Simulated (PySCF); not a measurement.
Structure with atom numbers: `[CH3:1][C:2]#[C:3][C@H:4]1[CH2:5][S:6]1` (H(Xn): hydrogen on atom n). Ha(C5) is cis to C3 on the ring; Hb(C5) is trans to C3 on the ring.

Geometry: PBE0-D3(BJ)/def2-SVP; GIAO shifts from PySCF, gas phase, non-relativistic, averaged over equivalent atoms.

At CAM-B3LYP/pcSseg-1 (139 basis functions, 14 s wall time on 1 thread of an Arm Neoverse V1, shared host):
| atoms | δ (ppm) |
| --- | --- |
| C3 | 85.0 |
| C2 | 84.2 |
| C5 | 29.2 |
| C4 | 21.2 |
| C1 | 3.4 |
| S6 | -151.5 |
| H(C4) | 2.87 |
| Hb(C5) | 2.31 |
| Ha(C5) | 2.16 |
| H(C1) | 1.80 |

δ = σ(ref) − σ, references computed at the same level: ¹³C (182.45 ppm), ¹H (31.33 ppm) vs TMS; ³³S (487.21 ppm) against CS2.

Estimate the result of repeating the calculation with KT2/pcSseg-1.

Answers


```tsv
atoms	δ at KT2/pcSseg-1	change
C3	78.2	-6.8
C2	76.2	-8.0
C5	30.3	+1.1
C4	24.7	+3.5
C1	5.8	+2.4
S6	-126.6	+24.9
H(C4)	3.34	+0.47
Hb(C5)	2.46	+0.15
Ha(C5)	2.25	+0.09
H(C1)	1.96	+0.16
```

Shifts are taken against calculated references (same method and geometry level): TMS for ¹³C (183.22 ppm), ¹H (31.18 ppm); ³³S (518.69 ppm) against CS2.

The largest change is at S6 (sulfide sulfur). Cost: 139 basis functions, 17 s wall time on 1 thread of an x86-64 server CPU, shared host. The order of the carbon signals is the same at both levels.
